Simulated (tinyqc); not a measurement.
CCSD on RHF in the sto-6g basis, for H2O, spin multiplicity 1, step by step. One step of it, computed by the program tinyqc.

Problem. Integrals over molecular orbitals. (pq|rs) = sum C_ip C_jq C_kr C_ls (ij|kl), one index at a time.

coefficients C:
```
              MO1        MO2        MO3        MO4       MO5        MO6        MO7
1O 1s    0.996789  -0.226311   0.000000   0.085133  0.000000   0.110372   0.000000
1O 2s    0.014701   0.876934   0.000000  -0.472415  0.000000  -0.731995   0.000000
1O 2px   0.000000   0.000000   0.000000   0.000000  1.000000   0.000000   0.000000
1O 2py   0.000000   0.000000   0.596463   0.000000  0.000000   0.000000   0.953264
1O 2pz   0.002443   0.089504   0.000000   0.780835  0.000000  -0.695482   0.000000
2H 1s   -0.003052   0.145777   0.446486   0.309414  0.000000   0.739015  -0.750481
3H 1s   -0.003052   0.145777  -0.446486   0.309414  0.000000   0.739015   0.750481
```

core Hamiltonian H = T + V (hartree):
```
             1O 1s      1O 2s     1O 2px     1O 2py     1O 2pz      2H 1s      3H 1s
1O 1s   -32.925112  -7.277062   0.000000   0.000000  -0.014685  -1.372059  -1.372059
1O 2s    -7.277062  -9.144841   0.000000   0.000000  -0.168537  -3.091853  -3.091853
1O 2px    0.000000   0.000000  -7.390461   0.000000   0.000000   0.000000   0.000000
1O 2py    0.000000   0.000000   0.000000  -7.526375   0.000000  -1.856832   1.856832
1O 2pz   -0.014685  -0.168537   0.000000   0.000000  -7.450391  -1.277274  -1.277274
2H 1s    -1.372059  -3.091853   0.000000  -1.856832  -1.277274  -4.650382  -1.046811
3H 1s    -1.372059  -3.091853   0.000000   1.856832  -1.277274  -1.046811  -4.650382
```

Two-electron integrals (ij|kl) in chemists' order, unique and non-zero (hartree):
```
(11|11) 4.787491    (21|11) 0.675884    (21|21) 0.121505    (22|11) 1.117379
(22|21) 0.249212    (22|22) 0.817383    (31|31) 0.025762    (32|31) 0.039145
(32|32) 0.180664    (33|11) 1.117381    (33|21) 0.249212    (33|22) 0.817382
(33|33) 0.880663    (41|41) 0.025762    (42|41) 0.039145    (42|42) 0.180664
(43|43) 0.047461    (44|11) 1.117381    (44|21) 0.249212    (44|22) 0.817382
(44|33) 0.785741    (44|44) 0.880663    (51|51) 0.025762    (52|51) 0.039145
(52|52) 0.180664    (53|53) 0.047461    (54|54) 0.047461    (55|11) 1.117381
(55|21) 0.249212    (55|22) 0.817382    (55|33) 0.785741    (55|44) 0.785741
(55|55) 0.880663    (61|11) 0.134875    (61|21) 0.023245    (61|22) 0.046649
(61|33) 0.046549    (61|41) 0.000949    (61|42) 0.001855    (61|44) 0.046757
(61|51) 0.000630    (61|52) 0.001232    (61|54) 0.000138    (61|55) 0.046641
(61|61) 0.004533    (62|11) 0.334386    (62|21) 0.075654    (62|22) 0.275559
(62|33) 0.270937    (62|41) 0.005055    (62|42) 0.037637    (62|44) 0.280560
(62|51) 0.003357    (62|52) 0.024993    (62|54) 0.006390    (62|55) 0.275180
(62|61) 0.014558    (62|62) 0.116612    (63|31) 0.008319    (63|32) 0.047116
(63|43) 0.007727    (63|53) 0.005131    (63|63) 0.016297    (64|11) 0.203739
(64|21) 0.046741    (64|22) 0.181570    (64|33) 0.173447    (64|41) 0.011037
(64|42) 0.070403    (64|44) 0.195088    (64|51) 0.001805    (64|52) 0.015463
(64|54) 0.009240    (64|55) 0.176176    (64|61) 0.009396    (64|62) 0.093413
(64|64) 0.090277    (65|11) 0.135290    (65|21) 0.031038    (65|22) 0.120569
(65|33) 0.115175    (65|41) 0.001805    (65|42) 0.015463    (65|44) 0.119284
(65|51) 0.009517    (65|52) 0.057385    (65|54) 0.010455    (65|55) 0.127248
(65|61) 0.006239    (65|62) 0.062029    (65|64) 0.049126    (65|65) 0.048918
(66|11) 0.484725    (66|21) 0.111710    (66|22) 0.466029    (66|33) 0.447626
(66|41) 0.009486    (66|42) 0.097169    (66|44) 0.485939    (66|51) 0.006299
(66|52) 0.064523    (66|54) 0.025441    (66|55) 0.464520    (66|61) 0.021706
(66|62) 0.252463    (66|64) 0.230736    (66|65) 0.153217    (66|66) 0.774999
(71|11) 0.134875    (71|21) 0.023245    (71|22) 0.046649    (71|33) 0.046549
(71|41) -0.000949   (71|42) -0.001855   (71|44) 0.046757    (71|51) 0.000630
(71|52) 0.001232    (71|54) -0.000138   (71|55) 0.046641    (71|61) 0.004457
(71|62) 0.014016    (71|64) 0.008263    (71|65) 0.006009    (71|66) 0.020624
(71|71) 0.004533    (72|11) 0.334386    (72|21) 0.075654    (72|22) 0.275559
(72|33) 0.270937    (72|41) -0.005055   (72|42) -0.037637   (72|44) 0.280560
(72|51) 0.003357    (72|52) 0.024993    (72|54) -0.006390   (72|55) 0.275180
(72|61) 0.014016    (72|62) 0.091817    (72|64) 0.051183    (72|65) 0.047389
(72|66) 0.159557    (72|71) 0.014558    (72|72) 0.116612    (73|31) 0.008319
(73|32) 0.047116    (73|43) -0.007727   (73|53) 0.005131    (73|63) 0.012335
(73|73) 0.016297    (74|11) -0.203739   (74|21) -0.046741   (74|22) -0.181570
(74|33) -0.173447   (74|41) 0.011037    (74|42) 0.070403    (74|44) -0.195088
(74|51) -0.001805   (74|52) -0.015463   (74|54) 0.009240    (74|55) -0.176176
(74|61) -0.008263   (74|62) -0.051183   (74|64) -0.016845   (74|65) -0.025872
(74|66) -0.080713   (74|71) -0.009396   (74|72) -0.093413   (74|74) 0.090277
(75|11) 0.135290    (75|21) 0.031038    (75|22) 0.120569    (75|33) 0.115175
(75|41) -0.001805   (75|42) -0.015463   (75|44) 0.119284    (75|51) 0.009517
(75|52) 0.057385    (75|54) -0.010455   (75|55) 0.127248    (75|61) 0.006009
(75|62) 0.047389    (75|64) 0.025872    (75|65) 0.036382    (75|66) 0.089662
(75|71) 0.006239    (75|72) 0.062029    (75|74) -0.049126   (75|75) 0.048918
(76|11) 0.104477    (76|21) 0.023853    (76|22) 0.093513    (76|33) 0.091556
(76|44) 0.093576    (76|51) 0.001706    (76|52) 0.014823    (76|55) 0.095407
(76|61) 0.004528    (76|62) 0.038423    (76|64) 0.026735    (76|65) 0.023005
(76|66) 0.084586    (76|71) 0.004528    (76|72) 0.038423    (76|74) -0.026735
(76|75) 0.023005    (76|76) 0.015571    (77|11) 0.484725    (77|21) 0.111710
(77|22) 0.466029    (77|33) 0.447626    (77|41) -0.009486   (77|42) -0.097169
(77|44) 0.485939    (77|51) 0.006299    (77|52) 0.064523    (77|54) -0.025441
(77|55) 0.464520    (77|61) 0.020624    (77|62) 0.159557    (77|64) 0.080713
(77|65) 0.089662    (77|66) 0.295983    (77|71) 0.021706    (77|72) 0.252463
(77|74) -0.230736   (77|75) 0.153217    (77|76) 0.084586    (77|77) 0.774999
```

Give: one-electron integrals over orbitals h = C^T H C; Two-electron integrals over orbitals.

Solution.

one-electron integrals over orbitals h = C^T H C (hartree):
```
          1        2        3        4        5        6        7
1  -32.9122   0.5767   0.0000  -0.2080   0.0000  -0.2870   0.0000
2    0.5767  -7.6247   0.0000   0.5057   0.0000   1.2876   0.0000
3    0.0000   0.0000  -6.0924   0.0000   0.0000   0.0000  -1.7827
4   -0.2080   0.5057   0.0000  -6.7764   0.0000   1.2110   0.0000
5    0.0000   0.0000   0.0000   0.0000  -7.3905   0.0000   0.0000
6   -0.2870   1.2876   0.0000   1.2110   0.0000  -5.2527   0.0000
7    0.0000   0.0000  -1.7827   0.0000   0.0000   0.0000  -5.5850
```

Two-electron integrals over orbitals (pq|rs), unique and non-zero (hartree):
```
(11|11) 4.7629      (21|11) -0.4364     (21|21) 0.0645      (22|11) 1.0300
(22|21) -0.0159     (22|22) 0.7243      (31|31) 0.0106      (32|31) 0.0166
(32|32) 0.1347      (33|11) 0.7661      (33|21) -0.0043     (33|22) 0.6199
(33|33) 0.6017      (41|11) 0.1682      (41|21) -0.0229     (41|22) 0.0130
(41|33) 0.0051      (41|41) 0.0266      (42|11) -0.1427     (42|21) 0.0086
(42|22) -0.0179     (42|33) 0.0044      (42|41) 0.0197      (42|42) 0.1305
(43|31) -0.0024     (43|32) 0.0273      (43|43) 0.0516      (44|11) 0.9729
(44|21) -0.0118     (44|22) 0.6752      (44|33) 0.5760      (44|41) -0.0102
(44|42) -0.1006     (44|44) 0.7400      (51|51) 0.0267      (52|51) 0.0330
(52|52) 0.1496      (53|53) 0.0267      (54|51) -0.0117     (54|52) -0.0428
(54|54) 0.0501      (55|11) 1.1171      (55|21) -0.0115     (55|22) 0.7545
(55|33) 0.6063      (55|41) 0.0041      (55|42) -0.0744     (55|44) 0.7106
(55|55) 0.8807      (61|11) 0.2255      (61|21) -0.0353     (61|22) 0.0034
(61|33) -1.86e-04   (61|41) -0.0009     (61|42) -0.0204     (61|44) 0.0162
(61|55) 0.0055      (61|61) 0.0291      (62|11) -0.2902     (62|21) 0.0075
(62|22) -0.1354     (62|33) -0.0656     (62|41) -0.0184     (62|42) -0.0289
(62|44) -0.0774     (62|55) -0.1488     (62|61) 0.0072      (62|62) 0.0960
(63|31) -0.0024     (63|32) 0.0441      (63|43) 0.0370      (63|63) 0.0804
(64|11) -0.2441     (64|21) 0.0023      (64|22) -0.1164     (64|33) -0.0444
(64|41) -0.0025     (64|42) 0.0346      (64|44) -0.1274     (64|55) -0.1350
(64|61) 1.34e-04    (64|62) 0.0639      (64|64) 0.0830      (65|51) -0.0143
(65|52) -0.0550     (65|54) -0.0034     (65|65) 0.0352      (66|11) 0.7740
(66|21) -0.0075     (66|22) 0.5901      (66|33) 0.5512      (66|41) 0.0188
(66|42) 0.0534      (66|44) 0.5403      (66|55) 0.5725      (66|61) -0.0077
(66|62) -0.0888     (66|64) -0.0471     (66|66) 0.5794      (71|31) 0.0150
(71|32) 0.0223      (71|43) -0.0035     (71|63) -0.0031     (71|71) 0.0214
(72|31) 0.0146      (72|32) 0.0525      (72|43) -0.0289     (72|63) -0.0307
(72|71) 0.0198      (72|72) 0.0673      (73|11) 0.3714      (73|21) -0.0068
(73|22) 0.1620      (73|33) 0.0898      (73|41) -4.32e-04   (73|42) -0.0725
(73|44) 0.1548      (73|55) 0.2005      (73|61) 0.0056      (73|62) -0.0732
(73|64) -0.0900     (73|66) 0.0408      (73|73) 0.1552      (74|31) -0.0082
(74|32) -0.0712     (74|43) -0.0073     (74|63) -0.0529     (74|71) -0.0114
(74|72) -0.0177     (74|74) 0.0671      (75|53) 0.0240      (75|75) 0.0255
(76|31) -0.0084     (76|32) -0.0933     (76|43) -0.0584     (76|63) -0.0731
(76|71) -0.0115     (76|72) 0.0027      (76|74) 0.0591      (76|76) 0.1188
(77|11) 0.8604      (77|21) -0.0090     (77|22) 0.6165      (77|33) 0.5902
(77|41) 0.0034      (77|42) -0.0201     (77|44) 0.5936      (77|55) 0.6188
(77|61) 0.0044      (77|62) -0.0659     (77|64) -0.0489     (77|66) 0.5522
(77|73) 0.1016      (77|77) 0.6074
```
